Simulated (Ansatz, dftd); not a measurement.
System: CHN, charge 0, singlet. CHN (formonitrile, SMILES C#N).
B3LYP-D3(BJ)/def2-TZVP minimum from Ansatz (a program for electronic structure):
```
C
N 1 1.1462
H 1 1.0667 2 180.00
```
Charge 0, spin multiplicity 1.

Wanted: atomisation energy (electronic, to ground-state atoms), in kcal/mol. Open shells are spin-unrestricted; no spin-orbit coupling. CBS(X,Y): correlation extrapolated as X^-3, Hartree-Fock from the larger set (Q,5: extrapolated as (X+1)exp(-9√X)). A bracket is a step between two methods taken in the basis named. Functionals run without relativity, which enters their misses. Double hybrids freeze cores in their MP2 part. 'core' is core correlation in cc-pwCVTZ, 'X2C' scalar relativity in cc-pVTZ-DK, both at CCSD(T). Where a partner has so few electrons that a lower coupled-cluster level is exact, that level stands in.

Compared with CCSD(T)/CBS(cc-pVQZ,cc-pV5Z) + [CCSDT(Q) - CCSD(T)]/cc-pVQZ + [CCSDTQ - CCSDT(Q)]/cc-pVDZ + core + X2C (Ansatz).

Question: Rank these levels by how close they come to it, closest first: B2GP-PLYP-D3(BJ)/def2-TZVPD (Ansatz + dftd3); PBE0-D3(BJ)/def2-TZVPD (Ansatz + dftd3); B2PLYP/def2-TZVPD (Ansatz).

Answer: B2PLYP/def2-TZVPD (312.2 kcal/mol, difference -0.8), PBE0-D3(BJ)/def2-TZVPD (311.3 kcal/mol, difference -1.7), B2GP-PLYP-D3(BJ)/def2-TZVPD (309.8 kcal/mol, difference -3.2)
